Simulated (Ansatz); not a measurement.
A calculation on hcp Os returned lattice constant a 2.716 Å, lattice parameter c 4.288 Å, equilibrium volume per atom 13.70 Å³/atom.

For reference: lattice constant a 2.734 Å (measured, 293 K, no zero-point or thermal correction, our sources range from 2.734 to 2.740; as tabulated in Wikipedia's data pages); lattice parameter c 4.320 Å (measured, 293 K, not corrected to a static lattice; as tabulated in Wikipedia's data pages); equilibrium volume per atom 13.85 Å³/atom (measured, copied from a table, unchecked, extrapolated to 0 K and zero-point effects removed; as tabulated in Lejaeghere et al. (2013), arXiv:1204.2733).

Q: Which level of theory produced these numbers?
(A) PBE-D4 (Ansatz, an electronic-structure program)
(B) PBE-D3(BJ) (Ansatz)
(C) LDA (Ansatz)
(D) r²SCAN-D4 (Ansatz)

A: C, LDA (Ansatz)

The others give: PBE-D4 2.737 Å, 4.323 Å, 14.03 Å³/atom; PBE-D3(BJ) 2.737 Å, 4.322 Å, 14.02 Å³/atom; r²SCAN-D4 2.734 Å, 4.312 Å, 13.95 Å³/atom.

Unless a cell is named, each level is at its own relaxed cell (LDA 13.70, PBE-D3(BJ) 14.02, PBE-D4 14.03, r²SCAN-D4 13.95 Å³/atom).

Ansatz's density-functional and Hartree–Fock values are scalar-relativistic unless marked +SOC, with PAW data made under PBE.
